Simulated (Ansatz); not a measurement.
Input file:

```yaml
crystal:
  periodic: [false, false, false]
  atoms:
    - {symbol: Al, position_ang: [0.000000, 0.043165, 0.840850]}
    - {symbol: N, position_ang: [0.000000, -0.140899, -1.446898]}
    - {symbol: H, position_ang: [0.000000, 0.802489, -2.402093]}
basis:
  gaussian: {orbitals: def2-mTZVP}
magnetization: {spin_polarized: false, initial_magnetization: 1}
hamiltonian: {pseudopotentials: {relativity: scalar}}
correlation: {method: sc_nevpt2, electrons: outside_noble_gas, active_space: {window: {electrons: 1, orbitals: 6}}}
```

```sh
$ ansatz run in.yaml --threads 1 --pin off --events-out ev --progress --plain --max-ram 2393MiB
```

Task: Roughly how long does this take on 1 thread of Arm Neoverse V1, shared host, and how much host memory?

Result: 2.6 s wall and 0.08 GiB.

```
381 factors; integrals over basis functions are off by at most 1.1e-3 eV
mean field evaluation 1: about -8082.0174 eV, gradient 3.7e1 eV
mean field evaluation 2: about -8082.0415 eV, gradient 3.7e1 eV
mean field evaluation 4: about -8087.5726 eV, gradient 3.9e0 eV
mean field evaluation 8: about -8088.2088 eV, gradient 2.2e0 eV
mean field evaluation 16: about -8088.2639 eV, gradient 2.4e-6 eV
mean field evaluation 32: about -8088.6987 eV, gradient 2.8e-4 eV
mean field evaluation 64: about -8088.4441 eV, gradient 2.7e0 eV
mean field evaluation 96: about -8083.8762 eV, gradient 7.3e0 eV
mean field evaluation 128: about -8088.2637 eV, gradient 9.1e-2 eV
mean field -8088.69868117 eV, -297.2541938160 hartree, gradient 1.9e-6 eV, S^2 0.750000; 8 other end points of the search recorded, 0 dependent functions left out
reference -8088.69868117 eV, -297.2541938160 hartree; 11, 10 occupied and 33, 34 virtual orbitals, 381 factors
state -8088.69868117 eV, -297.2541938160 hartree
state -8088.69868117 eV, -297.2541938160 hartree; corrected -8094.00864155 eV, -297.4493312608 hartree
WARN: 5 active orbitals are nearly empty or full. The corrections depend on them more than the energy does, and are more stable in an active space without them
Total energy: -8094.00864155 eV, -297.4493312608 hartree
Relativity: scalar
```

Natural occupations: 1.0000 0.0000 0.0000 0.0000 0.0000 0.0000.
